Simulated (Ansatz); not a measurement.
Ideal-gas functions of C2H3O, SMILES `C=C[O]` radical at 500 K and 1 bar, from an Ansatz frequency run at PBE0-D4/def2-TZVP.

Molar mass 43.05 g/mol, point group Cs (symmetry number 1), electronic degeneracy 2, moments of inertia 7.477, 43.794, 51.271 u Å². Harmonic wavenumbers (cm⁻¹, unscaled): 441, 504, 754, 979, 981, 1166, 1398, 1470, 1587, 2959, 3162, 3279.

Use S(trans) = R[1.5 ln M + 2.5 ln T − 1.1517]; rotational temperatures θ = 24.2544 K / I; S(rot) = R[ln(√π/σ · √(T³/θAθBθC)) + 1.5]; for each mode x = 1.438777 ν̃/T, S = R[x/(eˣ − 1) − ln(1 − e⁻ˣ)] and H = RT x/(eˣ − 1); 1 cm⁻¹ = 0.0119627 kJ/mol; R = 8.31446 J/(mol·K).

Question: By hand: the entropy, in J/(mol·K).

Answer: Translation 166.5. Rotation: θ = 3.2439, 0.5538, 0.4731 K, giving 95.4. Vibration, mode by mode: 6.87, 5.92, 3.33, 2.00, 1.99, 1.30, 0.76, 0.64, 0.49, 0.02, 0.01, 0.01, in all 23.3. Electronic 5.8. Sum 291.0 J/(mol·K).

Question: By hand: H − E and G − E in kJ/mol, counted from the electronic energy.

Answer: Zero-point energy ½ × 18680 × 0.0119627 = 111.7; thermal vibration 7.8; translation, rotation and pV give 4 RT = 16.6. H − E = 136.1 kJ/mol, and G − E = 136.1 − 500 × 291.0/1000 = -9.4 kJ/mol.

Vibration gives 8 % of the entropy.
